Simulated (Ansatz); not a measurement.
Geometry optimisation, Ansatz 0.2.0, RKS PBE-D4/def2-SVP.

input.yaml

```yaml
crystal:
  periodic: [false, false, false]
  atoms:
    - { symbol: Al, position_ang: [0.025842, 0.091457, 0.093487] }
    - { symbol: Cl, position_ang: [-0.092403, 0.601034, 2.232038] }
    - { symbol: H, position_ang: [1.473127, 0.083116, -0.565646] }
    - { symbol: H, position_ang: [-1.357518, -0.071824, -0.673846] }
    - { symbol: P, position_ang: [0.204345, -3.202799, 1.181934] }
    - { symbol: H, position_ang: [-0.675553, -2.871938, 0.085766] }
    - { symbol: H, position_ang: [1.381878, -2.747666, 0.484535] }
    - { symbol: H, position_ang: [0.009282, -1.94238, 1.833631] }
basis:
  gaussian: { orbitals: def2-SVP }
hamiltonian:
  xc: pbe
  dispersion: d4
relax:
  f_tol: 0.03
  max_steps: 50
output:
  orbitals: {}
```

Run as:

```bash
$ ansatz run input.yaml --threads 1 --pin off --max-ram 2048MiB --backend cpu --events-out ev --progress --plain --runs-dir out
```

Problem. Where does it end, and by what steps?

Solution. It converged. After 4 steps the energy has fallen by 0.076 eV; Cl2 moved furthest, 0.23 Å.

```csv
step,energy less start (eV),largest force component (eV/Å),accepted
0,0.0000,0.848,yes
1,-0.0485,0.371,yes
2,-0.0652,0.212,yes
3,-0.0754,0.049,yes
4,-0.0758,0.020,yes
```

```xyz
8
Properties=species:S:1:pos:R:3
Al 0.032 -0.040 0.223
Cl -0.106 0.819 2.177
H 1.479 -0.089 -0.440
H -1.338 -0.257 -0.560
P 0.206 -3.148 1.071
H -0.686 -2.770 0.005
H 1.377 -2.659 0.392
H 0.004 -1.916 1.805
```

Whether the end is a true minimum wasn't checked by a vibrational analysis.

The run took 12 s on 1 thread of Intel(R) Xeon(R) Processor @ 2.70GHz (shared host), peak memory 0.15 GiB.
